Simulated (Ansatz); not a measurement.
A basis-limit estimate, worked out

The pair of NH$_{3}$ (SMILES N, atoms 1–4) and CH$_{4}$S (SMILES CS, atoms 5–10), both closed shells, in one local arrangement (a lower one may exist), relaxed at PBE0-D4/def2-TZVP:

```
atom    x (Å)    y (Å)    z (Å)
  N1   0.0901  -0.1026  -2.0246
  H2   1.0025   0.3082  -2.1806
  H3  -0.1968  -0.5365  -2.8932
  H4  -0.5481   0.6635  -1.8440
  C5  -0.0731  -0.5366   1.3606
  S6   0.1094   1.2375   1.0804
  H7   0.7184  -0.9204   2.0033
  H8   0.0103  -0.9832   0.3688
  H9  -1.0500  -0.7727   1.7811
 H10  -0.0625   1.6426   2.3484
```

Both fragments are computed in the basis of the whole pair.

Program: Ansatz 0.2.0. Basis: def2-TZVPPD and def2-QZVPPD. Cores are frozen in the correlated methods.

Energies in eV:

| quantity | pair | first fragment | second fragment |
| --- | --- | --- | --- |
| Hartree–Fock, triple zeta (X = 3) | -13441.77535 | -1529.87872 | -11911.86668 |
| Hartree–Fock, quadruple zeta (X = 4) | -13442.19521 | -1529.94817 | -11912.21732 |
| MP2 correlation, X = 3 | -16.47782 | -6.44337 | -9.94727 |
| MP2 correlation, X = 4 | -17.59390 | -6.85561 | -10.64342 |
| CCSD(T) correlation, X = 3 | -18.37788 | -6.99166 | -11.30448 |

Work out the interaction energy at the basis limit: extrapolate Hartree–Fock as E(X) = E∞ + A exp(−7.88 √X) and the MP2 correlation as E(X) = E∞ + B X^−2.97 (the exponents that Neese and Valeev fitted for def2-TZVPP and QZVPP, reused here for the diffuse sets), then add CCSD(T) − MP2 in triple zeta.

Each step is linear, so take the differences first (pair − first fragment − second fragment): Hartree–Fock -0.02995 (X = 3) and -0.02972 (X = 4); MP2 correlation -0.08718 and -0.09487; CCSD(T) correlation -0.08174.
Two points give E∞ = E(4) + w [E(4) − E(3)], with w = 1/(exp(7.88 (2 − √3)) − 1) = 0.1377 for Hartree–Fock and w = 1/((4/3)^2.97 − 1) = 0.7407 for the correlation.
Hartree–Fock: -0.02972 + 0.1377 × 0.00023 = -0.0297 eV.
MP2 correlation: -0.09487 + 0.7407 × (-0.00769) = -0.1006 eV.
CCSD(T) − MP2: -0.08174 − (-0.08718) = 0.0054 eV.
Sum: -0.0297 + (-0.1006) + 0.0054 = -0.1249 eV, or -2.88 kcal/mol. Plain CCSD(T) in triple zeta gives -0.1117 eV, so the larger basis shifts the result by -0.0132 eV.

T1 diagnostic: at most 0.010.

For scale, one of the runs: CCSD(T)/def2-TZVPPD, 244 basis functions, launched by `ansatz run in.yaml --threads 4 --pin off --events-out ev --progress --plain --max-ram 9574MiB`. The run took 87 s on 4 CPU threads of an Arm Neoverse V1 (shared host), with 4.8 GiB of host memory at its peak.
